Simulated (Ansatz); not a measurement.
**Molecular dynamics of ClFH$_{2}$Si**

The input (input.yaml):

```yaml
crystal:
  periodic: [false, false, false]
  atoms:
    - { symbol: Si, position_ang: [0.004676, 0.0, -0.02423] }
    - { symbol: F, position_ang: [0.012788, 0.0, 1.591697] }
    - { symbol: Cl, position_ang: [1.944129, 0.0, -0.687799] }
    - { symbol: H, position_ang: [-0.664197, 1.239288, -0.485684] }
    - { symbol: H, position_ang: [-0.664197, -1.239288, -0.485684] }
basis:
  gaussian: { orbitals: def2-SVP }
hamiltonian:
  xc: pbe0
md:
  timestep: 0.5
  n_steps: 500
  ensemble: nvt_nose_hoover
  temperature: 200.0
  initial_velocities: maxwell_boltzmann
  seed: 115794
```

Command:

```bash
$ ansatz run input.yaml --threads 1 --pin off --max-ram 2048MiB --backend cpu --events-out ev --progress --plain --runs-dir out
```

It starts from a relaxed structure.

Output, in part (step lines, the closing report, with atoms numbered from 0):

```
md step     0: t =     0.00 fs  T =   200.0 K  F+E_penalty+E_count = -23133.75344543 eV  E_kin = 0.077556 eV  conserved = -23133.67588943 eV  (25 SCF iters)
md step     1: t =     0.50 fs  T =   198.6 K  F+E_penalty+E_count = -23133.75291645 eV  E_kin = 0.077031 eV  conserved = -23133.67588546 eV  (22 SCF iters)
md step     2: t =     1.00 fs  T =   194.6 K  F+E_penalty+E_count = -23133.75133794 eV  E_kin = 0.075462 eV  conserved = -23133.67587551 eV  (22 SCF iters)
md step     3: t =     1.50 fs  T =   188.3 K  F+E_penalty+E_count = -23133.74886411 eV  E_kin = 0.073003 eV  conserved = -23133.67586109 eV  (22 SCF iters)
md step     4: t =     2.00 fs  T =   180.2 K  F+E_penalty+E_count = -23133.74571913 eV  E_kin = 0.069875 eV  conserved = -23133.67584455 eV  (22 SCF iters)
md step     5: t =     2.50 fs  T =   171.1 K  F+E_penalty+E_count = -23133.74216063 eV  E_kin = 0.066333 eV  conserved = -23133.67582866 eV  (22 SCF iters)
md step     6: t =     3.00 fs  T =   161.5 K  F+E_penalty+E_count = -23133.73843765 eV  E_kin = 0.062624 eV  conserved = -23133.67581577 eV  (22 SCF iters)
md step     7: t =     3.50 fs  T =   152.0 K  F+E_penalty+E_count = -23133.73475303 eV  E_kin = 0.058949 eV  conserved = -23133.67580754 eV  (22 SCF iters)
[... lines left out ...]
md step   497: t =   248.50 fs  T =   239.9 K  F+E_penalty+E_count = -23133.66816393 eV  E_kin = 0.093046 eV  conserved = -23133.67572373 eV  (22 SCF iters)
md step   498: t =   249.00 fs  T =   241.0 K  F+E_penalty+E_count = -23133.66846659 eV  E_kin = 0.093455 eV  conserved = -23133.67570774 eV  (22 SCF iters)
md step   499: t =   249.50 fs  T =   242.6 K  F+E_penalty+E_count = -23133.66898429 eV  E_kin = 0.094069 eV  conserved = -23133.67570172 eV  (23 SCF iters)
md step   500: t =   250.00 fs  T =   244.9 K  F+E_penalty+E_count = -23133.66980742 eV  E_kin = 0.094975 eV  conserved = -23133.67570716 eV  (23 SCF iters)
Total energy: -23133.66982661 eV, -850.1466855632 hartree
Atom 0 at    -0.031038     0.010526    -0.065829 Å, force     0.609115    -1.017500     1.031972 eV/Å
Atom 1 at     0.103053    -0.001564     1.561839 Å, force    -0.484803     0.082127    -0.400533 eV/Å
Atom 2 at     1.923924    -0.004814    -0.638751 Å, force     0.302534     0.200091    -0.443649 eV/Å
Atom 3 at    -0.738982     1.216595    -0.474096 Å, force    -0.246062     0.334274    -0.218201 eV/Å
Atom 4 at    -0.585034    -1.311085    -0.500423 Å, force    -0.180783     0.401008     0.030412 eV/Å
Dipole moment:    -0.313648     0.038466    -0.260106 e Å
```

The steps, from the saved trajectory:

```csv
time (fs),T (K),potential energy less start (eV),conserved less start (meV/atom)
0.0,200,0.000,0.00
8.0,81,0.046,0.02
16.0,131,0.027,0.01
24.0,65,0.053,0.02
32.0,68,0.052,0.02
40.0,59,0.057,0.02
48.0,83,0.049,0.02
56.0,148,0.026,0.01
64.0,111,0.043,0.01
72.0,205,0.010,0.00
80.0,105,0.052,0.02
88.0,168,0.031,0.01
96.0,43,0.084,0.03
104.0,112,0.059,0.02
112.0,89,0.073,0.03
120.0,150,0.053,0.02
128.0,191,0.046,0.02
136.0,221,0.041,0.02
144.0,247,0.040,0.01
152.0,139,0.088,0.02
160.0,238,0.055,0.01
168.0,44,0.135,0.04
176.0,181,0.084,0.03
184.0,160,0.098,0.04
192.0,235,0.072,0.04
200.0,272,0.063,0.03
208.0,318,0.048,0.02
216.0,267,0.071,0.02
224.0,186,0.103,0.02
232.0,244,0.082,0.01
240.0,82,0.146,0.04
248.0,239,0.086,0.03
```

All steps were run. The conserved energy stayed within 0.058 meV per atom of its start (net change 0.036 meV per atom), so the integration is sound. A run of 0.25 ps of so small a system gives no equilibrium averages.

The same pairs are bonded in the first frame and the last. Pairs count as bonded within 1.25 times the sum of covalent radii (0.12 Å more for H–H).

Last frame:

```xyz
5
Properties=species:S:1:pos:R:3
Si -0.031 0.011 -0.066
F 0.103 -0.002 1.562
Cl 1.924 -0.005 -0.639
H -0.739 1.217 -0.474
H -0.585 -1.311 -0.500
```

The run took 10 min on 1 thread of Arm Neoverse V2, on a shared host, peak memory 0.11 GiB.
